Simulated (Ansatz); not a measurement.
# How the Voigt–Reuss–Hill shear modulus of antifluorite Mg2Sn moves with the method

No measured value is used here.

| level (code) | value (GPa) | cell (Å³/atom) |
|---|---|---|
| LDA+SOC (Ansatz) | 30.2 | 24.64 |
| PBE (Ansatz) | 27.1 | 26.39 |
| PBE-D3(BJ) (Ansatz) | 29.7 | 25.20 |
| B3LYP (VWN-RPA form) (Ansatz) | 34.1 | 26.30 |
| PBE0 (Ansatz) | 35.5 | 25.78 |
| Hartree–Fock (Ansatz) | 40.1 | 27.23 |

LDA+SOC, PBE, PBE-D3(BJ): the solid has no gap at this level, which affects its response. PBE-D3(BJ): the dispersion coefficients are held fixed in the derivatives. Each level is taken at its own relaxed cell. K meshes differ between the levels. Ansatz's density-functional and Hartree–Fock values are scalar-relativistic unless marked +SOC, with PAW data made under PBE.

Ansatz is a first-principles code.
